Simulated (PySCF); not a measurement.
**Functional benchmark on one molecule**

Molecule: pentanal (SMILES CCCCC=O).

Molfile (atoms numbered from 1):
```
C5H10O
     RDKit          3D

 16 15  0  0  0  0  0  0  0  0999 V2000
   -2.3801    0.2800   -0.2062 C   0  0  0  0  0  0  0  0  0  0  0  0
   -1.1255   -0.3014    0.4250 C   0  0  0  0  0  0  0  0  0  0  0  0
    0.1558    0.1969   -0.2273 C   0  0  0  0  0  0  0  0  0  0  0  0
    1.4145   -0.3810    0.3902 C   0  0  0  0  0  0  0  0  0  0  0  0
    2.6909    0.1276   -0.2150 C   0  0  0  0  0  0  0  0  0  0  0  0
    2.7520    0.9412   -1.0975 O   0  0  0  0  0  0  0  0  0  0  0  0
   -2.3878    1.3796   -0.1367 H   0  0  0  0  0  0  0  0  0  0  0  0
   -3.2922   -0.0916    0.2844 H   0  0  0  0  0  0  0  0  0  0  0  0
   -2.4456    0.0194   -1.2747 H   0  0  0  0  0  0  0  0  0  0  0  0
   -1.1049   -0.0575    1.5024 H   0  0  0  0  0  0  0  0  0  0  0  0
   -1.1593   -1.4043    0.3706 H   0  0  0  0  0  0  0  0  0  0  0  0
    0.1456   -0.0370   -1.3055 H   0  0  0  0  0  0  0  0  0  0  0  0
    0.2035    1.2977   -0.1735 H   0  0  0  0  0  0  0  0  0  0  0  0
    1.4694   -0.1741    1.4766 H   0  0  0  0  0  0  0  0  0  0  0  0
    1.4365   -1.4856    0.3230 H   0  0  0  0  0  0  0  0  0  0  0  0
    3.6273   -0.3101    0.2234 H   0  0  0  0  0  0  0  0  0  0  0  0
  1  2  1  0
  2  3  1  0
  3  4  1  0
  4  5  1  0
  5  6  2  0
  1  7  1  0
  1  8  1  0
  1  9  1  0
  2 10  1  0
  2 11  1  0
  3 12  1  0
  3 13  1  0
  4 14  1  0
  4 15  1  0
  5 16  1  0
M  END
```

Geometry PBE0-D3(BJ)/def2-SVP throughout; GIAO in PySCF, gas phase, one conformer, non-relativistic; equivalent atoms averaged; basis pcSseg-1.

Reference values (measured; solution, not stated per compound (mostly CDCl3 or CCl4); Pretsch, Buehlmann, Badertscher, Structure Determination of Organic Compounds, 4th ed. (2009)): δ(H14/H15) = 2.42 ppm, δ(H12/H13) = 1.59 ppm, δ(H10/H11) = 1.35 ppm, δ(H7/H8/H9) = 0.93 ppm. Computed shifts are taken against TMS, calculated as an isolated molecule at each level.

Problem. How do the functionals HF, LDA, PBE, BLYP, BP86, OPBE, KT2, KT3, B97-D, B3LYP, PBE0, mPW1PW91, WP04, B97-2, BHandHLYP, CAM-B3LYP, wB97X-D, LC-wPBE perform against the reference? Times are CPU seconds on shared hosts with different chips, so compare them loosely.

Solution. 
| functional | kind | H14/H15 | H12/H13 | H10/H11 | H7/H8/H9 | mean abs. error H | core-s |
| --- | --- | --- | --- | --- | --- | --- | --- |
| HF | Hartree–Fock | 1.97 | 1.33 | 0.93 | 1.11 | 0.33 | 4.9 |
| LDA | LDA | 2.45 | 1.37 | 1.18 | 1.04 | 0.13 | 14 |
| PBE | GGA | 2.34 | 1.37 | 1.17 | 1.05 | 0.15 | 18 |
| BLYP | GGA | 2.30 | 1.39 | 1.19 | 1.08 | 0.16 | 18 |
| BP86 | GGA | 2.34 | 1.37 | 1.16 | 1.06 | 0.16 | 19 |
| OPBE | GGA | 2.34 | 1.38 | 1.14 | 1.03 | 0.15 | 18 |
| KT2 | GGA | 2.26 | 1.36 | 1.17 | 1.06 | 0.18 | 20 |
| KT3 | GGA | 2.23 | 1.39 | 1.17 | 1.06 | 0.18 | 20 |
| B97-D | GGA | 2.30 | 1.40 | 1.18 | 1.09 | 0.16 | 20 |
| B3LYP | global hybrid | 2.23 | 1.37 | 1.12 | 1.08 | 0.20 | 13 |
| PBE0 | global hybrid | 2.24 | 1.34 | 1.08 | 1.05 | 0.20 | 15 |
| mPW1PW91 | global hybrid | 2.23 | 1.34 | 1.07 | 1.05 | 0.21 | 13 |
| WP04 | global hybrid | 2.16 | 1.38 | 1.04 | 1.02 | 0.22 | 24 |
| B97-2 | global hybrid | 2.23 | 1.36 | 1.09 | 1.06 | 0.20 | 25 |
| BHandHLYP | global hybrid | 2.13 | 1.35 | 1.04 | 1.08 | 0.25 | 21 |
| CAM-B3LYP | range-separated hybrid | 2.20 | 1.34 | 1.08 | 1.07 | 0.22 | 28 |
| wB97X-D | range-separated hybrid | 2.20 | 1.32 | 1.04 | 1.05 | 0.23 | 29 |
| LC-wPBE | range-separated hybrid | 2.17 | 1.28 | 0.99 | 1.03 | 0.26 | 39 |

For ¹H the closest is LDA (0.13 ppm, with PBE, OPBE, BP86, BLYP, B97-D practically level) and the furthest HF (0.33 ppm). One molecule is a small sample, and vibrational and solvent effects are absent from the calculation.
